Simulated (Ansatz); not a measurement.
Ansatz (a quantum-chemistry and plane-wave program) input (B3LYP-D3(BJ)/def2-TZVP):

Ansatz 0.2 input:
```yaml
crystal:
  periodic: [false, false, false]
  atoms:
    - {symbol: C, position_ang: [-0.04611676, 1.10658486, -0.24043606]}
    - {symbol: S, position_ang: [-0.01350845, -0.55406625, 0.19009309]}
    - {symbol: H, position_ang: [0.62811865, -1.02039440, -0.89361830]}
    - {symbol: H, position_ang: [-0.51679079, 1.78106912, 0.45592676]}
    - {symbol: H, position_ang: [0.38150795, 1.46487603, -1.16118149]}
basis:
  gaussian:
    orbitals: def2-TZVP
hamiltonian:
  xc: b3lyp
  dispersion: d3bj
magnetization: {spin_polarized: true, initial_magnetization: 1}
phonons: {temperatures: {t_min: 298.15, t_max: 298.15, t_step: 100}}
```

Output:

```
Functional definition: B3LYP
integrals: 0.02 GiB planned
583 factors; their error is unknown
mean field: 0.24 GiB planned
mean field evaluation 1: about -11914.6904 eV, gradient 3.6e1 eV
mean field evaluation 2: about -11894.3194 eV, gradient 5.8e1 eV
mean field evaluation 4: about -11920.9366 eV, gradient 3.7e0 eV
mean field evaluation 8: about -11921.0249 eV, gradient 1.6e-1 eV
mean field evaluation 16: about -11921.0377 eV, gradient 1.0e-4 eV
mean field -11921.03771553 eV, -438.0900556763 hartree, gradient 2.0e-5 eV, S^2 0.755427; 0 other end points of the search recorded, 0 dependent functions left out
the calculation of the forces begins
reference -11921.03790562 eV, -438.0900626618 hartree; 13, 12 occupied and 73, 74 virtual orbitals, 583 factors
these checks for a lower state are left out or cut short: stability, starts, cluster_reference, orbital_swaps, neighbouring_geometries, increment
integrals: 0.02 GiB planned
583 factors; their error is unknown
mean field: 0.24 GiB planned
mean field -11921.03752346 eV, -438.0900486178 hartree, gradient 1.7e-6 eV, S^2 0.755426; 0 other end points of the search recorded, 0 dependent functions left out
the calculation of the forces begins
reference -11921.03771357 eV, -438.0900556041 hartree; 13, 12 occupied and 73, 74 virtual orbitals, 583 factors
these checks for a lower state are left out or cut short: stability, starts, cluster_reference, orbital_swaps, neighbouring_geometries, increment
integrals: 0.02 GiB planned
583 factors; their error is unknown
mean field: 0.24 GiB planned
mean field evaluation 32: about -11921.0375 eV, gradient 2.1e-6 eV
mean field -11921.03752238 eV, -438.0900485780 hartree, gradient 2.1e-6 eV, S^2 0.755428; 0 other end points of the search recorded, 0 dependent functions left out
the calculation of the forces begins
reference -11921.03771245 eV, -438.0900555628 hartree; 13, 12 occupied and 73, 74 virtual orbitals, 583 factors
these checks for a lower state are left out or cut short: stability, starts, cluster_reference, orbital_swaps, neighbouring_geometries, increment
integrals: 0.02 GiB planned
583 factors; their error is unknown
mean field: 0.24 GiB planned
mean field -11921.03763749 eV, -438.0900528082 hartree, gradient 1.1e-6 eV, S^2 0.755428; 0 other end points of the search recorded, 0 dependent functions left out
the calculation of the forces begins
reference -11921.03782752 eV, -438.0900597918 hartree; 13, 12 occupied and 73, 74 virtual orbitals, 583 factors
these checks for a lower state are left out or cut short: stability, starts, cluster_reference, orbital_swaps, neighbouring_geometries, increment
integrals: 0.02 GiB planned
583 factors; their error is unknown
mean field: 0.24 GiB planned
mean field -11921.03764827 eV, -438.0900532043 hartree, gradient 1.1e-6 eV, S^2 0.755425; 0 other end points of the search recorded, 0 dependent functions left out
the calculation of the forces begins
reference -11921.03783841 eV, -438.0900601919 hartree; 13, 12 occupied and 73, 74 virtual orbitals, 583 factors
these checks for a lower state are left out or cut short: stability, starts, cluster_reference, orbital_swaps, neighbouring_geometries, increment
integrals: 0.02 GiB planned
583 factors; their error is unknown
mean field: 0.24 GiB planned
mean field -11921.03761854 eV, -438.0900521120 hartree, gradient 3.0e-6 eV, S^2 0.755426; 0 other end points of the search recorded, 0 dependent functions left out
the calculation of the forces begins
reference -11921.03780858 eV, -438.0900590955 hartree; 13, 12 occupied and 73, 74 virtual orbitals, 583 factors
these checks for a lower state are left out or cut short: stability, starts, cluster_reference, orbital_swaps, neighbouring_geometries, increment
integrals: 0.02 GiB planned
583 factors; their error is unknown
mean field: 0.24 GiB planned
mean field -11921.03762594 eV, -438.0900523837 hartree, gradient 1.5e-6 eV, S^2 0.755427; 0 other end points of the search recorded, 0 dependent functions left out
the calculation of the forces begins
reference -11921.03781608 eV, -438.0900593712 hartree; 13, 12 occupied and 73, 74 virtual orbitals, 583 factors
these checks for a lower state are left out or cut short: stability, starts, cluster_reference, orbital_swaps, neighbouring_geometries, increment
integrals: 0.02 GiB planned
583 factors; their error is unknown
mean field: 0.24 GiB planned
mean field evaluation 64: about -11921.0377 eV, gradient 1.6e-6 eV
mean field -11921.03768662 eV, -438.0900546138 hartree, gradient 1.6e-6 eV, S^2 0.755429; 0 other end points of the search recorded, 0 dependent functions left out
the calculation of the forces begins
reference -11921.03787672 eV, -438.0900615997 hartree; 13, 12 occupied and 73, 74 virtual orbitals, 583 factors
these checks for a lower state are left out or cut short: stability, starts, cluster_reference, orbital_swaps, neighbouring_geometries, increment
integrals: 0.02 GiB planned
583 factors; their error is unknown
mean field: 0.24 GiB planned
mean field -11921.03765974 eV, -438.0900536258 hartree, gradient 2.4e-6 eV, S^2 0.755425; 0 other end points of the search recorded, 0 dependent functions left out
the calculation of the forces begins
reference -11921.03784981 eV, -438.0900606109 hartree; 13, 12 occupied and 73, 74 virtual orbitals, 583 factors
these checks for a lower state are left out or cut short: stability, starts, cluster_reference, orbital_swaps, neighbouring_geometries, increment
integrals: 0.02 GiB planned
583 factors; their error is unknown
mean field: 0.24 GiB planned
mean field -11921.03764758 eV, -438.0900531789 hartree, gradient 8.9e-7 eV, S^2 0.755427; 0 other end points of the search recorded, 0 dependent functions left out
the calculation of the forces begins
reference -11921.03783771 eV, -438.0900601661 hartree; 13, 12 occupied and 73, 74 virtual orbitals, 583 factors
these checks for a lower state are left out or cut short: stability, starts, cluster_reference, orbital_swaps, neighbouring_geometries, increment
integrals: 0.02 GiB planned
583 factors; their error is unknown
mean field: 0.24 GiB planned
mean field -11921.03764001 eV, -438.0900529007 hartree, gradient 2.8e-6 eV, S^2 0.755426; 0 other end points of the search recorded, 0 dependent functions left out
the calculation of the forces begins
reference -11921.03783005 eV, -438.0900598847 hartree; 13, 12 occupied and 73, 74 virtual orbitals, 583 factors
these checks for a lower state are left out or cut short: stability, starts, cluster_reference, orbital_swaps, neighbouring_geometries, increment
integrals: 0.02 GiB planned
583 factors; their error is unknown
mean field: 0.24 GiB planned
mean field -11921.03771529 eV, -438.0900556671 hartree, gradient 1.6e-6 eV, S^2 0.755427; 0 other end points of the search recorded, 0 dependent functions left out
the calculation of the forces begins
reference -11921.03790539 eV, -438.0900626534 hartree; 13, 12 occupied and 73, 74 virtual orbitals, 583 factors
these checks for a lower state are left out or cut short: stability, starts, cluster_reference, orbital_swaps, neighbouring_geometries, increment
integrals: 0.02 GiB planned
583 factors; their error is unknown
mean field: 0.24 GiB planned
mean field evaluation 96: about -11921.0377 eV, gradient 2.4e-6 eV
mean field -11921.03769690 eV, -438.0900549916 hartree, gradient 2.4e-6 eV, S^2 0.755426; 0 other end points of the search recorded, 0 dependent functions left out
the calculation of the forces begins
reference -11921.03788697 eV, -438.0900619765 hartree; 13, 12 occupied and 73, 74 virtual orbitals, 583 factors
these checks for a lower state are left out or cut short: stability, starts, cluster_reference, orbital_swaps, neighbouring_geometries, increment
integrals: 0.02 GiB planned
583 factors; their error is unknown
mean field: 0.24 GiB planned
mean field -11921.03763626 eV, -438.0900527632 hartree, gradient 1.5e-6 eV, S^2 0.755421; 0 other end points of the search recorded, 0 dependent functions left out
the calculation of the forces begins
reference -11921.03782631 eV, -438.0900597474 hartree; 13, 12 occupied and 73, 74 virtual orbitals, 583 factors
these checks for a lower state are left out or cut short: stability, starts, cluster_reference, orbital_swaps, neighbouring_geometries, increment
integrals: 0.02 GiB planned
583 factors; their error is unknown
mean field: 0.24 GiB planned
mean field -11921.03764748 eV, -438.0900531754 hartree, gradient 1.4e-6 eV, S^2 0.755432; 0 other end points of the search recorded, 0 dependent functions left out
the calculation of the forces begins
reference -11921.03783760 eV, -438.0900601622 hartree; 13, 12 occupied and 73, 74 virtual orbitals, 583 factors
these checks for a lower state are left out or cut short: stability, starts, cluster_reference, orbital_swaps, neighbouring_geometries, increment
integrals: 0.02 GiB planned
583 factors; their error is unknown
mean field: 0.24 GiB planned
mean field -11921.03767914 eV, -438.0900543390 hartree, gradient 2.0e-6 eV, S^2 0.755424; 0 other end points of the search recorded, 0 dependent functions left out
the calculation of the forces begins
reference -11921.03786924 eV, -438.0900613250 hartree; 13, 12 occupied and 73, 74 virtual orbitals, 583 factors
these checks for a lower state are left out or cut short: stability, starts, cluster_reference, orbital_swaps, neighbouring_geometries, increment
integrals: 0.02 GiB planned
583 factors; their error is unknown
mean field: 0.24 GiB planned
mean field -11921.03769746 eV, -438.0900550122 hartree, gradient 1.4e-6 eV, S^2 0.755429; 0 other end points of the search recorded, 0 dependent functions left out
the calculation of the forces begins
reference -11921.03788753 eV, -438.0900619972 hartree; 13, 12 occupied and 73, 74 virtual orbitals, 583 factors
these checks for a lower state are left out or cut short: stability, starts, cluster_reference, orbital_swaps, neighbouring_geometries, increment
integrals: 0.02 GiB planned
583 factors; their error is unknown
mean field: 0.24 GiB planned
mean field evaluation 128: about -11921.0376 eV, gradient 1.6e-6 eV
mean field -11921.03761809 eV, -438.0900520953 hartree, gradient 1.6e-6 eV, S^2 0.755434; 0 other end points of the search recorded, 0 dependent functions left out
the calculation of the forces begins
reference -11921.03780820 eV, -438.0900590818 hartree; 13, 12 occupied and 73, 74 virtual orbitals, 583 factors
these checks for a lower state are left out or cut short: stability, starts, cluster_reference, orbital_swaps, neighbouring_geometries, increment
integrals: 0.02 GiB planned
583 factors; their error is unknown
mean field: 0.24 GiB planned
mean field -11921.03760821 eV, -438.0900517324 hartree, gradient 2.0e-6 eV, S^2 0.755420; 0 other end points of the search recorded, 0 dependent functions left out
the calculation of the forces begins
reference -11921.03779827 eV, -438.0900587170 hartree; 13, 12 occupied and 73, 74 virtual orbitals, 583 factors
these checks for a lower state are left out or cut short: stability, starts, cluster_reference, orbital_swaps, neighbouring_geometries, increment
integrals: 0.02 GiB planned
583 factors; their error is unknown
mean field: 0.24 GiB planned
mean field -11921.03769502 eV, -438.0900549225 hartree, gradient 1.7e-6 eV, S^2 0.755425; 0 other end points of the search recorded, 0 dependent functions left out
the calculation of the forces begins
reference -11921.03788512 eV, -438.0900619084 hartree; 13, 12 occupied and 73, 74 virtual orbitals, 583 factors
these checks for a lower state are left out or cut short: stability, starts, cluster_reference, orbital_swaps, neighbouring_geometries, increment
integrals: 0.02 GiB planned
583 factors; their error is unknown
mean field: 0.24 GiB planned
mean field -11921.03771124 eV, -438.0900555187 hartree, gradient 1.6e-6 eV, S^2 0.755428; 0 other end points of the search recorded, 0 dependent functions left out
the calculation of the forces begins
reference -11921.03790132 eV, -438.0900625038 hartree; 13, 12 occupied and 73, 74 virtual orbitals, 583 factors
Total energy: -11921.15855957 eV, -438.0944966127 hartree
Atom 0 at    -0.046117     1.106585    -0.240436 Å, force     0.000429    -0.000130    -0.000778 eV/Å
Atom 1 at    -0.013508    -0.554066     0.190093 Å, force     0.000154     0.000155    -0.000340 eV/Å
Atom 2 at     0.628119    -1.020394    -0.893618 Å, force    -0.000096    -0.000126     0.000219 eV/Å
Atom 3 at    -0.516791     1.781069     0.455927 Å, force    -0.000224     0.000292     0.000340 eV/Å
Atom 4 at     0.381508     1.464876    -1.161181 Å, force    -0.000263    -0.000191     0.000558 eV/Å
Dipole moment:     0.082878     0.017657    -0.163087 e Å
Vibrations: 103.20 346.01 782.83 847.17 1074.50 1411.61 2674.48 3180.74 3305.69 cm⁻¹, zero-point energy 0.850918 eV
```

It need not be the lowest isomer of its formula.
